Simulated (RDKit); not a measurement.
RDKit input (MMFF94):

```python
from rdkit import Chem
from rdkit.Chem import AllChem, rdDetermineBonds

mol = Chem.MolFromXYZFile('mol.xyz')
rdDetermineBonds.DetermineBonds(mol, charge=0)
print('SMILES', Chem.MolToSmiles(Chem.RemoveHs(mol)))
ff = AllChem.MMFFGetMoleculeForceField(mol, AllChem.MMFFGetMoleculeProperties(mol))
e0 = ff.CalcEnergy()
flag = ff.Minimize(maxIts=5000, forceTol=1e-5)
print(f'energy {e0:.4f} -> {ff.CalcEnergy():.4f} kcal/mol, converged: {flag == 0}')
print(Chem.MolToXYZBlock(mol))
```
mol.xyz:
```
8

C      0.00340141    -0.00638779    -1.24205632
Si    -0.00173623     0.00326060     0.63399891
H      0.01183572    -1.02821844    -1.62563804
H     -0.88242631     0.49513333    -1.63592148
H      0.88398944     0.50792232    -1.63114986
H     -0.01319887     1.39426270     1.14918674
H     -1.20047879    -0.69691575     1.15669009
H      1.20417751    -0.67950585     1.16318579
```

Output:

```
SMILES C[SiH3]
energy 0.1501 -> -0.0291 kcal/mol, converged: True
8

C      0.003345   -0.006282   -1.221470
Si    -0.001705    0.003203    0.622860
H      0.011801   -1.028543   -1.611866
H     -0.882808    0.495400   -1.622152
H      0.884293    0.508193   -1.617380
H     -0.013180    1.397975    1.132247
H     -1.203709   -0.698926    1.139771
H      1.207528   -0.681469    1.146284
```

The geometry given is a B3LYP-D3(BJ)/def2-TZVP minimum.
